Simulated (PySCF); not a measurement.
Screening by computed properties: pick the candidate that meets the target.

All species are isolated and taken at one optimised geometry, non-relativistic unless stated; the electronic structure was computed with PySCF and density fitting.

Dipoles, sizes and rotational constants follow the conformer. The torsions of the flexible species, by atom-mapped SMILES:
- `[NH2:1][c:2]1[cH:3][n:4][nH:5][cH:6]1`: H–N1–C2–C3 158°, H–N1–C2–C3 28°
- `[H]/[P:5]=[P:4]\[CH2:3][O:2][CH3:1]`: C1–O2–C3–P4 -76°, O2–C3–P4–P5 -27°
- `[CH2:1]=[CH:2][CH:3]([Cl:4])[Cl:5]`: C1–C2–C3–Cl4 120°
- `[O:1]=[CH:2][O:3][CH:4]=[O:5]`: O1–C2–O3–C4 0°, C2–O3–C4–O5 0°

(1) Wanted: dipole moment between 2.1 D and 2.4 D (PBE0/def2-SVPD) and static isotropic polarisability above 50 au (PBE0/def2-SVPD), at GFN2-xTB geometries. Which candidate meets both?
A. `[H]/P=P\COC`
B. `O=COC=O`
C. `C=CC(Cl)Cl`
D. `Nc1cn[nH]c1`

## Answers

(1) C. Computed values:
| species | dipole moment | static isotropic polarisability |
| --- | --- | --- |
| [H]/P=P\COC | 2.04 D | 82.0 au |
| C=CC(Cl)Cl | 2.21 D | 66.8 au |
| Nc1cn[nH]c1 | 2.68 D | 55.7 au |
| O=COC=O | 3.54 D | 34.4 au |
